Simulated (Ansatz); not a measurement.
# CH6BN: two geometries relaxed

Are the two ends of the rotation by 120° about the B1–C2 bond separate minima, and which lies lower? Each is relaxed from a guess. SMILES of the start: BCN.

Method: RKS PBE0-D4/def2-SVP, in Ansatz 0.2.0.

### Step 1. The starting structure

Bond lengths: B1–C2 1.560 Å, C2–N3 1.458 Å, B1–H4 1.228 Å, B1–H5 1.235 Å, C2–H6 1.108 Å, C2–H7 1.135 Å, N3–H8 1.030 Å, N3–H9 1.022 Å. Angles: B1–C2–N3 110.3°, B1–C2–H6 110.3°, B1–C2–H7 105.7°, N3–C2–H6 109.7°, N3–C2–H7 110.8°, H6–C2–H7 110.0°, C2–B1–H4 123.9°, C2–B1–H5 117.9°, H4–B1–H5 118.0°, C2–N3–H8 106.1°, C2–N3–H9 111.4°, H8–N3–H9 112.1°.

Coordinates:

```xyz
9

B     0.4575    1.2070   -0.1056
C     0.1664   -0.3027   -0.3711
N    -0.4556   -0.9120    0.7986
H     1.5746    1.7119   -0.1737
H    -0.5045    1.9546    0.0968
H    -0.4981   -0.4166   -1.2505
H     1.1758   -0.7766   -0.5832
H    -0.4129   -1.9296    0.6462
H    -1.4147   -0.5823    0.9253
```

### Step 2. Relaxing end A

Input file input.yaml:

```yaml
crystal:
  periodic: [false, false, false]
  atoms:
    - { symbol: B, position_ang: [0.4575, 1.207, -0.1056] }
    - { symbol: C, position_ang: [0.1664, -0.3027, -0.3711] }
    - { symbol: "N", position_ang: [-0.4556, -0.912, 0.7986] }
    - { symbol: H, position_ang: [1.5746, 1.7119, -0.1737] }
    - { symbol: H, position_ang: [-0.5045, 1.9546, 0.0968] }
    - { symbol: H, position_ang: [-0.4981, -0.4166, -1.2505] }
    - { symbol: H, position_ang: [1.1758, -0.7766, -0.5832] }
    - { symbol: H, position_ang: [-0.4129, -1.9296, 0.6462] }
    - { symbol: H, position_ang: [-1.4147, -0.5823, 0.9253] }
basis:
  gaussian: { orbitals: def2-SVP }
hamiltonian:
  xc: pbe0
  dispersion: d4
relax:
  f_tol: 0.015
  max_steps: 40
```

On the command line:

```sh
> ansatz run input.yaml --threads 1 --pin off --max-ram 2048MiB --backend cpu --events-out ev --progress --plain --runs-dir out
```

What it wrote (excerpt; [...] marks lines left out):

```text
Warning: RAYON_NUM_THREADS=1 ignored (pool sized by the plan → 1); use --threads N
[...]
Functional definition: PBE0
[...]
820 factors; integrals over basis functions are off by at most 4.2e-4 eV
[...]
mean field -3293.21181290 eV, -121.0233019049 hartree, gradient 2.2e-5 eV, S^2 0.000000; 0 other end points of the search recorded, 0 dependent functions left out
[...]
reference -3293.21183778 eV, -121.0233028193 hartree; 12, 12 occupied and 60, 60 virtual orbitals, 820 factors
relax step   1: F+E_penalty+E_count = -3293.30049821 eV  Δ(F+E_penalty+E_count) = +0.000e0 eV  max|allowed force component| = 1.127e0 eV/Å  Δτ_max = 0.0000 Å  (24 SCF iters, accepted)
[...]
relax step   6: F+E_penalty+E_count = -3293.49931316 eV  Δ(F+E_penalty+E_count) = -1.747e-2 eV  max|allowed force component| = 4.317e-1 eV/Å  Δτ_max = 0.1923 Å  (27 SCF iters, accepted)
[...]
relax step  11: F+E_penalty+E_count = -3293.59078515 eV  Δ(F+E_penalty+E_count) = +3.727e-3 eV  max|allowed force component| = 2.984e-1 eV/Å  Δτ_max = 0.0761 Å  (23 SCF iters, rejected (line search))
[...]
relax step  16: F+E_penalty+E_count = -3293.60046556 eV  Δ(F+E_penalty+E_count) = -2.566e-4 eV  max|allowed force component| = 6.703e-2 eV/Å  Δτ_max = 0.0338 Å  (24 SCF iters, accepted)
[...]
relax step  21: F+E_penalty+E_count = -3293.60171823 eV  Δ(F+E_penalty+E_count) = -1.947e-4 eV  max|allowed force component| = 1.996e-2 eV/Å  Δτ_max = 0.0183 Å  (24 SCF iters, accepted)
relax step  22: F+E_penalty+E_count = -3293.60227423 eV  Δ(F+E_penalty+E_count) = -5.560e-4 eV  max|allowed force component| = 3.151e-2 eV/Å  Δτ_max = 0.0601 Å  (23 SCF iters, accepted)
relax step  23: F+E_penalty+E_count = -3293.60094820 eV  Δ(F+E_penalty+E_count) = +1.326e-3 eV  max|allowed force component| = 2.247e-1 eV/Å  Δτ_max = 0.1715 Å  (26 SCF iters, rejected (line search))
```

### Step 3. More of the same log: end point A relaxed

The log, continued (excerpt; [...] marks lines left out):

```text
relax step  24: F+E_penalty+E_count = -3293.60408564 eV  Δ(F+E_penalty+E_count) = -1.811e-3 eV  max|allowed force component| = 4.480e-2 eV/Å  Δτ_max = 0.0827 Å  (24 SCF iters, accepted)
[...]
relax step  26: F+E_penalty+E_count = -3293.60150901 eV  Δ(F+E_penalty+E_count) = +5.738e-3 eV  max|allowed force component| = 3.267e-1 eV/Å  Δτ_max = 0.1428 Å  (26 SCF iters, rejected (line search))
[...]
relax step  28: F+E_penalty+E_count = -3293.61181962 eV  Δ(F+E_penalty+E_count) = -6.638e-4 eV  max|allowed force component| = 1.235e-1 eV/Å  Δτ_max = 0.0545 Å  (23 SCF iters, accepted)
[...]
relax step  30: F+E_penalty+E_count = -3293.61179370 eV  Δ(F+E_penalty+E_count) = +2.592e-5 eV  max|allowed force component| = 1.947e-1 eV/Å  Δτ_max = 0.0051 Å  (24 SCF iters, rejected (line search))
[...]
Total energy: -3293.61305162 eV, -121.0380471558 hartree
Atom 0 at     0.407270     1.172482    -0.161718 Å, force    -0.006605    -0.004262     0.006467 eV/Å
Atom 1 at     0.365672    -0.330914    -0.051324 Å, force     0.000377     0.004308     0.007236 eV/Å
Atom 2 at    -0.510439    -1.073845     0.737111 Å, force    -0.002052     0.001601    -0.006359 eV/Å
Atom 3 at     1.321525     1.688676    -0.759001 Å, force    -0.000783    -0.000073    -0.000317 eV/Å
Atom 4 at    -0.532813     1.821512     0.245200 Å, force     0.004414     0.002112    -0.003759 eV/Å
Atom 5 at    -0.094513     0.100034    -1.112348 Å, force     0.001968    -0.006422     0.002096 eV/Å
Atom 6 at     1.228551    -0.910857    -0.405646 Å, force     0.002922     0.002854    -0.007244 eV/Å
Atom 7 at    -0.813413    -1.965591     0.361663 Å, force    -0.002457     0.000300     0.001812 eV/Å
Atom 8 at    -1.283339    -0.547798     1.128864 Å, force     0.002215    -0.000418     0.000068 eV/Å
Dipole moment:    -0.265433    -0.392651    -0.118327 e Å
```

It took 70 s on 1 thread of Arm Neoverse V1, shared host; peak memory 0.14 GiB.

Step by step, one in 2:

```csv
step,energy from step 1 (eV),largest force component (eV/Å)
1,0.0000,1.1266
3,-0.1528,0.2154
5,-0.1813,0.3141
7,-0.2285,0.4338
9x,-0.2403,0.7768
11x,-0.2903,0.2984
13,-0.2982,0.0172
15,-0.2997,0.0760
17,-0.3003,0.0904
19x,-0.3007,0.0455
21,-0.3012,0.0200
23x,-0.3004,0.2247
25,-0.3067,0.1312
27,-0.3107,0.1345
29x,-0.3112,0.1237
31,-0.3119,0.0412
33,-0.3125,0.0072
```

Step 1 is the start. 7 steps were tried and not accepted (marked x).

After: Bond lengths: B1–C2 1.508 Å, C2–N3 1.393 Å, B1–H4 1.208 Å, B1–H5 1.213 Å, C2–H6 1.234 Å, C2–H7 1.098 Å, N3–H8 1.014 Å, N3–H9 1.014 Å. Angles: B1–C2–N3 126.2°, B1–C2–H6 66.4°, B1–C2–H7 118.8°, N3–C2–H6 116.0°, N3–C2–H7 113.3°, H6–C2–H7 101.5°, C2–B1–H4 118.9°, C2–B1–H5 119.2°, H4–B1–H5 121.6°, C2–N3–H8 116.6°, C2–N3–H9 114.9°, H8–N3–H9 111.8°.

### Step 4. End point B

The second end starts from a geometry with the move made by hand.

Input file input.yaml:

```yaml
crystal:
  periodic: [false, false, false]
  atoms:
    - { symbol: B, position_ang: [0.4575, 1.207, -0.1056] }
    - { symbol: C, position_ang: [0.1664, -0.3027, -0.3711] }
    - { symbol: "N", position_ang: [-0.73432, -0.45261, -1.50801] }
    - { symbol: H, position_ang: [1.5746, 1.7119, -0.1737] }
    - { symbol: H, position_ang: [-0.5045, 1.9546, 0.0968] }
    - { symbol: H, position_ang: [1.11135, -0.847, -0.56779] }
    - { symbol: H, position_ang: [-0.31613, -0.69334, 0.57917] }
    - { symbol: H, position_ang: [-1.0585, -1.42987, -1.48752] }
    - { symbol: H, position_ang: [-0.26711, -0.22106, -2.38706] }
basis:
  gaussian: { orbitals: def2-SVP }
hamiltonian:
  xc: pbe0
  dispersion: d4
relax:
  f_tol: 0.015
  max_steps: 40
```

On the command line:

```sh
> ansatz run input.yaml --threads 1 --pin off --max-ram 2048MiB --backend cpu --events-out ev --progress --plain --runs-dir out
```

What it wrote (excerpt; [...] marks lines left out):

```text
Warning: RAYON_NUM_THREADS=1 ignored (pool sized by the plan → 1); use --threads N
[...]
Functional definition: PBE0
[...]
820 factors; integrals over basis functions are off by at most 4.2e-4 eV
[...]
mean field -3293.18578924 eV, -121.0223455531 hartree, gradient 3.9e-5 eV, S^2 0.000000; 0 other end points of the search recorded, 0 dependent functions left out
[...]
reference -3293.18581402 eV, -121.0223464639 hartree; 12, 12 occupied and 60, 60 virtual orbitals, 820 factors
relax step   1: F+E_penalty+E_count = -3293.27449121 eV  Δ(F+E_penalty+E_count) = +0.000e0 eV  max|allowed force component| = 9.860e-1 eV/Å  Δτ_max = 0.0000 Å  (23 SCF iters, accepted)
[...]
relax step   7: F+E_penalty+E_count = -3293.58487360 eV  Δ(F+E_penalty+E_count) = -1.313e-2 eV  max|allowed force component| = 1.509e-1 eV/Å  Δτ_max = 0.0633 Å  (23 SCF iters, accepted)
[...]
relax step  13: F+E_penalty+E_count = -3293.59182579 eV  Δ(F+E_penalty+E_count) = -8.743e-4 eV  max|allowed force component| = 1.073e-1 eV/Å  Δτ_max = 0.0452 Å  (23 SCF iters, accepted)
[...]
relax step  19: F+E_penalty+E_count = -3293.60078706 eV  Δ(F+E_penalty+E_count) = -5.421e-4 eV  max|allowed force component| = 4.904e-2 eV/Å  Δτ_max = 0.0333 Å  (23 SCF iters, accepted)
[...]
relax step  25: F+E_penalty+E_count = -3293.59179277 eV  Δ(F+E_penalty+E_count) = +1.111e-2 eV  max|allowed force component| = 3.135e-1 eV/Å  Δτ_max = 0.1953 Å  (26 SCF iters, rejected (line search))
relax step  26: F+E_penalty+E_count = -3293.60429868 eV  Δ(F+E_penalty+E_count) = -1.398e-3 eV  max|allowed force component| = 1.037e-1 eV/Å  Δτ_max = 0.0409 Å  (22 SCF iters, accepted)
```

### Step 5. The output, continued: end point B relaxed

Output, continued (excerpt; [...] marks lines left out):

```text
relax step  27: F+E_penalty+E_count = -3293.60837300 eV  Δ(F+E_penalty+E_count) = -4.074e-3 eV  max|allowed force component| = 1.265e-1 eV/Å  Δτ_max = 0.0977 Å  (24 SCF iters, accepted)
[...]
relax step  33: F+E_penalty+E_count = -3293.61302155 eV  Δ(F+E_penalty+E_count) = -8.666e-5 eV  max|allowed force component| = 2.052e-2 eV/Å  Δτ_max = 0.0033 Å  (21 SCF iters, accepted)
[...]
relax step  34: F+E_penalty+E_count = -3293.61304279 eV  Δ(F+E_penalty+E_count) = -2.124e-5 eV  max|allowed force component| = 7.821e-3 eV/Å  Δτ_max = 0.0022 Å  (19 SCF iters, accepted)
820 factors; integrals over basis functions are off by at most 5.5e-4 eV
mean field -3293.52447082 eV, -121.0347918716 hartree, gradient 8.8e-5 eV, S^2 0.000000; 1 other end points of the search recorded, 0 dependent functions left out
[...]
reference -3293.52449516 eV, -121.0347927659 hartree; 12, 12 occupied and 60, 60 virtual orbitals, 820 factors
Total energy: -3293.61306712 eV, -121.0380477257 hartree
Atom 0 at     0.497789     1.163455    -0.165478 Å, force    -0.002481     0.002236    -0.000952 eV/Å
Atom 1 at    -0.010604    -0.246991    -0.327727 Å, force    -0.000854     0.000054     0.005081 eV/Å
Atom 2 at    -0.924267    -0.687046    -1.283252 Å, force    -0.002821    -0.003246    -0.007821 eV/Å
Atom 3 at     1.164596     1.434613     0.804694 Å, force    -0.000750     0.000353    -0.002977 eV/Å
Atom 4 at     0.330768     1.960751    -1.063830 Å, force     0.001892    -0.001761     0.004037 eV/Å
Atom 5 at     1.148164    -0.094017    -0.719322 Å, force     0.004915    -0.000758    -0.001636 eV/Å
Atom 6 at     0.130009    -0.956669     0.498911 Å, force     0.000186     0.000931    -0.000222 eV/Å
Atom 7 at    -0.786662    -1.624180    -1.645178 Å, force    -0.000361     0.003310     0.001970 eV/Å
Atom 8 at    -1.120504    -0.022997    -2.023627 Å, force     0.000273    -0.001118     0.002519 eV/Å
Dipole moment:     0.022963    -0.389300    -0.291209 e Å
```

It took 72 s on 1 thread of Arm Neoverse V1, shared host; peak memory 0.14 GiB.

Relaxation path, one in 2:

```csv
step,energy from step 1 (eV),largest force component (eV/Å)
1,0.0000,0.9860
3,-0.1480,0.2886
5,-0.2548,0.4994
7,-0.3104,0.1509
9x,-0.3025,0.5088
11,-0.3151,0.0531
13,-0.3173,0.1073
15,-0.3203,0.1614
17,-0.3239,0.1392
19,-0.3263,0.0490
21,-0.3271,0.0572
23,-0.3278,0.0824
25x,-0.3173,0.3135
27,-0.3339,0.1265
29,-0.3376,0.2217
31,-0.3384,0.0419
33,-0.3385,0.0205
34,-0.3386,0.0078
```

Step 1 is the start. 4 steps were tried and not accepted (marked x).

After: Bond lengths: B1–C2 1.508 Å, C2–N3 1.393 Å, B1–H4 1.208 Å, B1–H5 1.213 Å, C2–H6 1.233 Å, C2–H7 1.099 Å, N3–H8 1.014 Å, N3–H9 1.014 Å. Angles: B1–C2–N3 126.2°, B1–C2–H6 66.5°, B1–C2–H7 118.7°, N3–C2–H6 116.0°, N3–C2–H7 113.3°, H6–C2–H7 101.5°, C2–B1–H4 118.8°, C2–B1–H5 119.3°, H4–B1–H5 121.6°, C2–N3–H8 116.6°, C2–N3–H9 114.9°, H8–N3–H9 111.8°.

### Step 6. What came out

```
                           quantity                     value
                              end A  25 moves, 0.313 eV lower
                              end B  29 moves, 0.339 eV lower
largest difference between the ends                    0.00 Å
            end B relative to end A                 -0.000 eV
```

In words: Both starts fell into the same minimum (no atom differs by more than 0.00 Å), so from this start no second minimum was found and no band was run; another arrangement could still be one.
